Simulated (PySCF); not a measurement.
## Working with the constants of CN⁻

RHF-CCSD(T) constants of CN⁻, ¹Σ⁺ (singlet), closed shell (basis C def2-SVPD, N def2-SVPD; no relativity; PySCF 2.14; masses 12.0000 and 14.0031 u):

```
ωe   : 2110.1 cm⁻¹
ωexe : 12.2 cm⁻¹
Be   : 1.8456 cm⁻¹
αe   : 0.0158 cm⁻¹
```

(1) What force constant and bond length do these constants imply?

(2) Estimate the centrifugal constant D from the Kratzer relation and find the Dunham coefficient a1.

Correlated steps freeze 2 core orbitals.

Answers

(1) Reduced mass μred = 6.4622 u; k = 5.8918×10⁻⁷·μred·ωe² (u, cm⁻¹, mdyn/Å) = 17.0 mdyn/Å; Re = √(16.8576/(μred·Be)) (u, cm⁻¹, Å) = 1.189 Å.

(2) D = 4Be³/ωe² = 5.65e-06 cm⁻¹; a1 = −1 − αeωe/(6Be²) = -2.63.
